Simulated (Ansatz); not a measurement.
**C2H4F2: basis-set convergence**

The task here is to estimate one member of a computed series from the others.

Method: one geometry, several basis sets; program: Ansatz 0.2.0, Gaussian basis.

Levels to be run: PBE0-D4/def2-SVP; ωB97M-V/def2-SVP; PBE0-D4/def2-QZVPP; ωB97M-V/def2-QZVPP; the functionals' def2-TZVPP values are taken from earlier runs.

## The relaxed structure

All runs share one geometry, relaxed beforehand with PBE0-D4 in a triple-zeta def2 set.

SMILES `FCCF`, 8 atoms, charge 0, spin multiplicity 1.

Atoms are counted from 1 here; the program's logs count them from 0.

Bond lengths: F1–C2 1.378 Å, C2–C3 1.498 Å, C2–H5 1.094 Å, C2–H6 1.095 Å, C3–F4 1.378 Å, C3–H7 1.095 Å, C3–H8 1.094 Å. Angles: F1–C2–C3 110.9°, F1–C2–H5 108.2°, F1–C2–H6 108.3°, C3–C2–H5 110.5°, C3–C2–H6 109.4°, H5–C2–H6 109.4°, C2–C3–F4 110.9°, C2–C3–H7 109.4°, C2–C3–H8 110.5°, F4–C3–H7 108.3°, F4–C3–H8 108.2°, H7–C3–H8 109.4°.

The first run:

The input, in.yaml:

```yaml
crystal:
  periodic: [false, false, false]
  atoms:
    - {symbol: F, position_ang: [-1.299983, 0.769579, 0.867503]}
    - {symbol: C, position_ang: [-0.104427, 0.709184, 0.185194]}
    - {symbol: C, position_ang: [0.229237, -0.703495, -0.183532]}
    - {symbol: F, position_ang: [-0.606933, -1.162312, -1.177940]}
    - {symbol: H, position_ang: [-0.190992, 1.329576, -0.711754]}
    - {symbol: H, position_ang: [0.682525, 1.112119, 0.832050]}
    - {symbol: H, position_ang: [1.260151, -0.749950, -0.551135]}
    - {symbol: H, position_ang: [0.122423, -1.361801, 0.683716]}
basis:
  gaussian: {orbitals: def2-SVP}
hamiltonian: {xc: pbe0, dispersion: d4}
output: {orbitals: {seedname: orbitals}}
```

On the command line:

```bash
$ ansatz run in.yaml --threads 4 --pin off --events-out ev --progress --plain --max-ram 10444MiB
```

Among the steps run: PBE0-D4 in def2-SVP; ωB97M-V in def2-SVP; PBE0-D4 in def2-QZVPP; ωB97M-V in def2-QZVPP.

One of the session's tables, all rows but one given; the rest of the session is left out.

It belongs to the step «Density functionals: the series». 

| functional | basis | HOMO (eV) | LUMO (eV) |
| --- | --- | --- | --- |
| PBE0-D4 | def2-SVP | -9.32 | 1.95 |
| PBE0-D4 | def2-TZVPP | -9.55 | 1.42 |
| PBE0-D4 | def2-QZVPP | -9.60 | 0.81 |
| ωB97M-V | def2-SVP | ? | ? |
| ωB97M-V | def2-TZVPP | -11.98 | 2.88 |
| ωB97M-V | def2-QZVPP | -12.04 | 1.94 |

**Question.** Estimate the row for ωB97M-V, def2-SVP.

The run gave: HOMO (eV): -11.74; LUMO (eV): 3.63. In the column «HOMO (eV)» it lies between ωB97M-V, def2-TZVPP (-11.98) and PBE0-D4, def2-QZVPP (-9.60).
